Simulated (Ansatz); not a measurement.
A nudged elastic band was laid between two geometries of H₂NNaSi (5 atoms, charge 0, multiplicity 1).

Theory: Ansatz 0.2.0, RKS PBE-D4/def2-SVP.

* movable images: 7
* climbing image: yes
* spring: 5.0 eV/Å²
* optimiser: quadratic models (default)
* start path: through a guess of the saddle point
* force threshold: 0.05 eV/Å
* iteration limit: 60
* end points: relaxed

Initial state:

```xyz
5
Properties=species:S:1:pos:R:3
Na -2.856 0.455 -0.080
N -0.775 0.625 0.131
Si 0.660 -0.106 0.018
H 0.982 -1.540 -0.392
H 1.989 0.566 0.323
```

Final state:

```xyz
5
Properties=species:S:1:pos:R:3
Na -1.793 0.057 -0.121
N 0.221 0.729 0.240
Si 1.043 -0.723 -0.138
H -0.340 -1.546 -0.495
H 0.868 1.483 0.514
```

(1) What changes between the two ends?

(2) Give the energies along the band, and the barrier.

(3) What is the geometry of the highest image?

Answers

(1) Bonds broken: Si3–H5. Bonds formed: Na1–H4, N2–H5.

(2) The forces met the threshold. The highest image is number 3 of 0 to 8, 184.0 kJ/mol above the first end and 287.6 kJ/mol above the last; the last end lies 103.6 kJ/mol below the first. Neighbouring images differ by up to 1.5 eV, so the band resolves the path poorly. A vibrational analysis at the climbing image gives 2 clearly imaginary modes (1351i, 134i cm⁻¹): a point of higher order, so a lower path passes nearby. The orbitals stay closed-shell, which can raise the energy where a bond breaks towards radicals; this wasn't checked here.

```csv
image,path coordinate (Å),energy (kJ/mol),Si3–H5 (Å),Na1–H4 (Å),N2–H5 (Å)
0,0.00,0.0,1.52,4.34,2.77
1,0.60,0.8,1.52,4.74,2.79
2,1.19,70.2,1.50,4.71,2.29
3,1.79,184.0,1.54,4.63,1.68
4,2.31,36.2,1.74,4.51,1.13
5,2.83,-58.8,2.10,4.10,1.04
6,3.35,-76.6,2.26,3.47,1.03
7,3.86,-89.9,2.29,2.85,1.03
8,4.38,-103.6,2.31,2.20,1.03
```

(3) 
```xyz
5
Properties=species:S:1:pos:R:3:forces:R:3
Na -2.607 0.779 0.037 0.00 0.00 0.00
N -0.493 0.442 0.096 -0.01 0.01 0.00
Si 0.936 -0.396 -0.049 0.01 0.00 0.00
H 1.137 -1.899 -0.489 0.00 0.00 0.00
H 1.028 1.074 0.404 0.00 0.00 0.00
```

The run took 5.7 min on 1 CPU thread of a shared host.
